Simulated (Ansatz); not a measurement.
Geometry optimisation, Ansatz, RKS PBE/def2-SVP.

input.yaml

```yaml
crystal:
  periodic: [false, false, false]
  atoms:
    - { symbol: C, position_ang: [0.01888, 1.03415, -0.22163] }
    - { symbol: C, position_ang: [0.34905, -0.3919, 0.07377] }
    - { symbol: O, position_ang: [1.43384, -0.88912, 0.12918] }
    - { symbol: S, position_ang: [-1.12006, -1.37826, 0.35347] }
    - { symbol: H, position_ang: [0.93327, 1.61486, -0.31107] }
    - { symbol: H, position_ang: [-0.60702, 1.44016, 0.57002] }
    - { symbol: H, position_ang: [-0.54282, 1.08775, -1.15231] }
    - { symbol: H, position_ang: [-0.46513, -2.51765, 0.55857] }
basis:
  gaussian: { orbitals: def2-SVP }
hamiltonian:
  xc: pbe
relax:
  f_tol: 0.02
  max_steps: 50
output:
  orbitals: {}
```

Launched with:

```bash
$ ansatz run input.yaml --threads 1 --pin off --max-ram 2048MiB --backend cpu --events-out ev --progress --plain --runs-dir out
```

**Question.** Where does it end, and by what steps?

**Answer.** It converged. After 4 steps the energy has fallen by 0.082 eV; S4 moved furthest, 0.05 Å.

```tsv
step	energy less start (eV)	largest force component (eV/Å)	accepted
0	0.0000	1.731	yes
1	-0.0719	0.455	yes
2	-0.0808	0.163	yes
3	-0.0790	0.267	no
4	-0.0816	0.018	yes
```

```xyz
8
Properties=species:S:1:pos:R:3
C 0.017 1.041 -0.223
C 0.343 -0.408 0.078
O 1.459 -0.874 0.124
S -1.158 -1.406 0.364
H 0.960 1.612 -0.310
H -0.617 1.475 0.576
H -0.550 1.114 -1.173
H -0.454 -2.554 0.565
```

Run time: 12 s on 1 CPU thread of a shared host.
